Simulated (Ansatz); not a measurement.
Lattice constant a of some cubic elemental metals

Method: r²SCAN+rVV10 (PAW; Ansatz, a program for electronic structure). References are measured values corrected to a static lattice. The table is a random draw of 10 from 25 solids with such references.

Values in Å.

| solid | reference | r²SCAN+rVV10 | error (%) |
|---|---|---|---|
| bcc Li | 3.449¶ | 3.474 | +0.72 |
| fcc Pt | 3.913 | 3.927 | +0.36 |
| bcc Ta | 3.299 | 3.295 | -0.12 |
| bcc V | 3.021 | 2.975 | -1.52 |
| bcc K | 5.212¶ | 5.306 | +1.80 |
| fcc Rh | 3.794 | 3.788 | -0.16 |
| fcc Ag | 4.062 | 4.076 | +0.34 |
| bcc Na | 4.214 | 4.208 | -0.14 |
| fcc Cu | 3.595¶ | 3.561 | -0.95 |
| fcc Sr | 6.045¶ | 6.064 | +0.31 |

Over these 10 solids the mean error is +0.07 %, the mean absolute error 0.64 % (median 0.35 %), and the worst case bcc K at +1.80 %; the value is above the reference in 5 of 10 cases. Over all 25, from unrounded values, the mean error is +0.32 % and the mean absolute error 0.72 % (median 0.35 %). Caveats on values not shown: the commensurate order stands in for chromium's spin-density wave, and the size of the moments varies much between levels (1).

All these references are brought to a static lattice.

Spin–orbit coupling is left out, also for the solids with elements from indium on (fcc Pt, bcc Ta); its size isn't shown.

¶ marks references of a special kind: bcc Li, 3.449 Å (measured, low-temperature or extrapolated to 0 K; zero-point anharmonic expansion removed, our sources range from 3.443 to 3.453; as tabulated in Csonka et al. (2009), arXiv:0903.4037); bcc K, 5.212 Å (measured, low-temperature or extrapolated to 0 K; zero-point anharmonic expansion removed; as tabulated in Csonka et al. (2009), arXiv:0903.4037); fcc Cu, 3.595 Å (measured, low-temperature or extrapolated to 0 K; zero-point anharmonic expansion removed; as tabulated in Csonka et al. (2009), arXiv:0903.4037); fcc Sr, 6.045 Å (measured, low-temperature or extrapolated to 0 K; zero-point anharmonic expansion removed; as tabulated in Csonka et al. (2009), arXiv:0903.4037).

Differences are worked out from the printed values.

Ansatz's density-functional and Hartree–Fock values are scalar-relativistic unless marked +SOC, with PAW data made under PBE.

Ansatz's runs of these crystals have no spin polarisation. Meta-GGAs and exact exchange favour moments, which can bear on fcc Pt, bcc V, fcc Rh.

Not in this set, of the elemental metals with a reference value in our tables and a result at some level: 19 for a reference at room or unstated temperature. These can be a level's best or worst cases. Solids without a released value at any level aren't counted. Layered and molecular crystals are counted apart. The metals Ce to Yb are counted apart.

References as tabulated in Mejia-Rodriguez and Trickey (2018), arXiv:1807.09216; Csonka et al. (2009), arXiv:0903.4037.
